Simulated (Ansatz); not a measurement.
Geometry optimisation, UKS B3LYP-D4/STO-3G (Ansatz).

input.yaml

```yaml
crystal:
  periodic: [false, false, false]
  atoms:
    - { symbol: O, position_ang: [0.25704, -0.32238, 1.87328] }
    - { symbol: C, position_ang: [0.02947, -0.22722, 0.7207] }
    - { symbol: Si, position_ang: [0.23838, 0.66423, -0.80808] }
    - { symbol: H, position_ang: [-0.57059, -0.89205, 0.09939] }
magnetization:
  spin_polarized: true
  initial_magnetization: 1
basis:
  gaussian: { orbitals: STO-3G }
hamiltonian:
  xc: b3lyp
  dispersion: d4
relax:
  f_tol: 0.02
  max_steps: 50
```

Launched with:

```bash
$ ansatz run input.yaml --threads 1 --pin off --max-ram 2048MiB --backend cpu --events-out ev --progress --plain --runs-dir out
```

Where does it end, and by what steps?

The run converged. Limits of this set-up: minimal basis. After 18 steps the energy has fallen by 2.027 eV; H4 moved furthest, 0.96 Å. The start is strongly strained (largest force component 9 eV/Å), so its close contacts needn't be bonds. Parted: C2–H4 (1.09 → 2.30 Å). Joined: Si3–H4 (1.97 → 1.49 Å).

```json
{"step": "0", "energy less start (eV)": "0.0000", "largest force component (eV/Å)": "8.893", "accepted": "yes"}
{"step": "1", "energy less start (eV)": "-0.5914", "largest force component (eV/Å)": "1.437", "accepted": "yes"}
{"step": "2", "energy less start (eV)": "-0.6390", "largest force component (eV/Å)": "0.213", "accepted": "yes"}
{"step": "3", "energy less start (eV)": "-0.6404", "largest force component (eV/Å)": "0.171", "accepted": "yes"}
{"step": "4", "energy less start (eV)": "-0.6435", "largest force component (eV/Å)": "0.156", "accepted": "yes"}
{"step": "5", "energy less start (eV)": "-0.6961", "largest force component (eV/Å)": "2.811", "accepted": "yes"}
{"step": "6", "energy less start (eV)": "-0.7555", "largest force component (eV/Å)": "2.944", "accepted": "yes"}
{"step": "7", "energy less start (eV)": "-1.1406", "largest force component (eV/Å)": "3.478", "accepted": "yes"}
{"step": "8", "energy less start (eV)": "-1.5960", "largest force component (eV/Å)": "2.059", "accepted": "yes"}
{"step": "9", "energy less start (eV)": "-1.7724", "largest force component (eV/Å)": "1.414", "accepted": "yes"}
{"step": "10", "energy less start (eV)": "-1.9244", "largest force component (eV/Å)": "1.490", "accepted": "yes"}
{"step": "11", "energy less start (eV)": "-1.8779", "largest force component (eV/Å)": "1.554", "accepted": "no"}
{"step": "12", "energy less start (eV)": "-1.9881", "largest force component (eV/Å)": "0.297", "accepted": "yes"}
{"step": "13", "energy less start (eV)": "-2.0219", "largest force component (eV/Å)": "0.123", "accepted": "yes"}
{"step": "14", "energy less start (eV)": "-2.0250", "largest force component (eV/Å)": "0.114", "accepted": "yes"}
{"step": "15", "energy less start (eV)": "-2.0195", "largest force component (eV/Å)": "1.020", "accepted": "no"}
{"step": "16", "energy less start (eV)": "-2.0267", "largest force component (eV/Å)": "0.074", "accepted": "yes"}
{"step": "17", "energy less start (eV)": "-2.0269", "largest force component (eV/Å)": "0.057", "accepted": "yes"}
{"step": "18", "energy less start (eV)": "-2.0270", "largest force component (eV/Å)": "0.012", "accepted": "yes"}
```

```xyz
4
Properties=species:S:1:pos:R:3
O 0.475 -0.151 2.275
C 0.214 -0.091 1.088
Si 0.058 0.335 -0.645
H -0.793 -0.870 -0.833
```

Time of the run: 21 s on 1 thread of Arm Neoverse V1, on a shared host, peak memory 0.1 GiB.
